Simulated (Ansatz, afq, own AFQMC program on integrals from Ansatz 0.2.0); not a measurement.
**WSiH2⁺, sextet: AFQMC among the cluster methods**

```json
{"atom": "W", "x (Å)": "0.0000", "y (Å)": "0.0000", "z (Å)": "0.3793"}
{"atom": "Si", "x (Å)": "0.0000", "y (Å)": "0.0000", "z (Å)": "-2.2597"}
{"atom": "H", "x (Å)": "0.0000", "y (Å)": "-1.2203", "z (Å)": "-3.1047"}
{"atom": "H", "x (Å)": "0.0000", "y (Å)": "1.2203", "z (Å)": "-3.1047"}
```

Connectivity, by distances: W–SiH2.

Basis def2-SVP with its core potentials. Noble-gas cores (and the filled d shells of Ga–Kr and In–Xe) are frozen. AFQMC by an in-house program on the Cholesky factors that Ansatz 0.2.0 writes for its CCSD(T) run. The CISD trial takes its coefficients from CCSD amplitudes. Released means that phaseless walkers are propagated on without the constraint, phases kept. Error bars are statistical, one sigma. No spin–orbit coupling. The metal's outer-core s and p shells are frozen, which shifts wave-function levels against functionals.

Determinant: UHF, the one that the program's search chose, which needn't be the lowest solution. The geometry is a point of a scan.

No full CI on the walks' own integrals is used here; CCSDT(Q) serves as the reference and is uncertain by about the last step of the cluster series.

Cautions: no spin-orbit coupling; outer-core shells of the metal frozen; lower spins were not checked; higher spins were not checked.

```
T1 diagnostic                               : 0.0353
weight of the determinant in the CISD state : 0.868
⟨S²⟩ of the determinant                     : 8.783
size of the correlated space                : 11 electrons in 51 orbitals
```

| level | correlation energy (eV) |
| --- | --- |
| MP2 | -3.8276 |
| CCSD | -4.7207 |
| CCSD(T) | -4.8537 |

(1) Estimate where phaseless AFQMC with a CISD trial lies against CCSD(T) on the same integrals.

(1) 15.1 ± 3.6 meV below CCSD(T).

Reference: CCSDT(Q), correlation energy -4.900 eV. The released energy is read at 4.20 1/Eh (meV from the phaseless value at times in 1/Eh: -10.9 ± 2.4 at 0.60, -22 ± 3 at 1.20, -26 ± 5 at 2.00, -29 ± 7 at 3.00, -24 ± 7 at 4.20).

| level | E − E(reference) (meV) | share of correlation (%) |
| --- | --- | --- |
| CCSD(T) | 46.4 | 99.05 |
| CCSDT | 7.7 | 99.84 |
| ph-AFQMC/CISD | 31.2 ± 3.6 | 99.36 |
| released AFQMC | 7.3 ± 6.7 | 99.85 |

A walk keeps the symmetry of its determinant, which the program's search chose and which needn't be the lowest solution, so a lower state of the same spin and another symmetry isn't excluded. Released energies are given only where the last usable release times agree within the noise; a slower fall can still hide under it.
